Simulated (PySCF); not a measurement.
SCF from a fresh guess for doublet Cl₅, at the PBE0 minimum. PySCF input:

```python
from pyscf import gto, scf, dft
mol = gto.M(atom='''
Cl     0.000000    -1.224140     0.000000
Cl     1.126800     2.304580    -0.000000
Cl    -0.122250    -1.823290    -2.128570
Cl    -0.122250    -1.823290     2.128570
Cl    -0.882300     2.566150     0.000000''',
    basis={'Cl': 'def2-SVP'},
    charge=0, spin=1)
mf = dft.UKS(mol, xc='PBE0')
mf.grids.atom_grid = (50, 194)
aux = {'Cl': 'def2-universal-JKFIT'}
mf = mf.density_fit(auxbasis=aux)
mf.conv_tol = 1e-08
mf.diis_space = 10
mf.max_cycle = 60
mf.init_guess = 'minao'
mf.verbose = 4
mf.kernel()
```

Excerpt of the output (cycles alone):

```
init E= -2299.50561530816
cycle= 1 E= -2299.34077198247  delta_E= 0.165  |g|= 0.222  |ddm|= 1.79
cycle= 2 E= -2299.31078331185  delta_E= 0.03  |g|= 0.324  |ddm|= 0.585
cycle= 3 E= -2299.37225979085  delta_E= -0.0615  |g|= 0.0233  |ddm|= 0.37
cycle= 4 E= -2299.37272501148  delta_E= -0.000465  |g|= 0.0135  |ddm|= 0.0482
cycle= 5 E= -2299.3728935307  delta_E= -0.000169  |g|= 0.00379  |ddm|= 0.0225
cycle= 6 E= -2299.37293489705  delta_E= -4.14e-05  |g|= 0.0018  |ddm|= 0.0178
cycle= 7 E= -2299.37294156194  delta_E= -6.66e-06  |g|= 0.000885  |ddm|= 0.00753
cycle= 8 E= -2299.37294269675  delta_E= -1.13e-06  |g|= 0.000411  |ddm|= 0.00262
cycle= 9 E= -2299.37294313476  delta_E= -4.38e-07  |g|= 0.000122  |ddm|= 0.00204
cycle= 10 E= -2299.37294320605  delta_E= -7.13e-08  |g|= 6.02e-05  |ddm|= 0.000887
cycle= 11 E= -2299.37294321958  delta_E= -1.35e-08  |g|= 1.06e-05  |ddm|= 0.000479
cycle= 12 E= -2299.37294322023  delta_E= -6.48e-10  |g|= 4.5e-06  |ddm|= 9.77e-05
Extra cycle  E= -2299.37294322034  delta_E= -1.11e-10  |g|= 4.06e-06  |ddm|= 3.06e-05
converged SCF energy = -2299.37294322034  <S^2> = 0.77466136  2S+1 = 2.0245112
```

No lower solution of this spin was found by a stability analysis within the unrestricted form.

The search for the lowest solution, with the stability check, took 4.4 s on 4 threads of a shared Intel Xeon @ 2.60GHz (Ice Lake) host, with 90 basis functions; the process peaked at 0.37 GiB. Launch command: `OMP_NUM_THREADS=4 python axn.py task.json out`.
